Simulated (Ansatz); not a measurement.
Reaction (SMILES): O(F)F + H+ → F[OH+]F
B3LYP-D3(BJ)/def2-TZVP geometries, fixed; electronic energies without zero-point terms; positive where energy is released.
Largest species:
```
O
H 1 1.0167
F 1 1.3894 2 102.86
F 1 1.3894 2 102.86 3 111.25
```
Charge +1, spin multiplicity 1.

Energies in hartree at PBE with Ansatz (an electronic-structure program); the proton affinity is their sum with the coefficients shown, times 627.509 kcal/mol a hartree; the bare proton counts zero. All functions are spherical. The proton sits at the site shown, which need not be the one that binds it best. No added dispersion term, no relativity.

```
species  coefficient  part     cc-pVDZ     cc-pVTZ     cc-pVQZ
-------  -----------  ----  ----------  ----------  ----------
FOF               +1   PBE  -274.42870  -274.52712  -274.55328
F[OH+]F           -1   PBE  -274.61456  -274.71410  -274.73929
```

Task: Predict the proton affinity in cc-pV5Z (X = 5): let each PBE step shrink by the ratio of the last two. Compare with the run.

Result: 
- FOF: steps -0.09842 and -0.02616, ratio 0.266, so PBE -274.56024 (run: -274.56236).
- F[OH+]F: steps -0.09954 and -0.02519, ratio 0.253, so PBE -274.74566 (run: -274.74705).
Predicted 116.35 kcal/mol; the run in cc-pV5Z gives 115.89, a miss of 0.46. Keeping the value in cc-pVQZ, 116.72, would miss by 0.83. All sums are of the energies as printed.
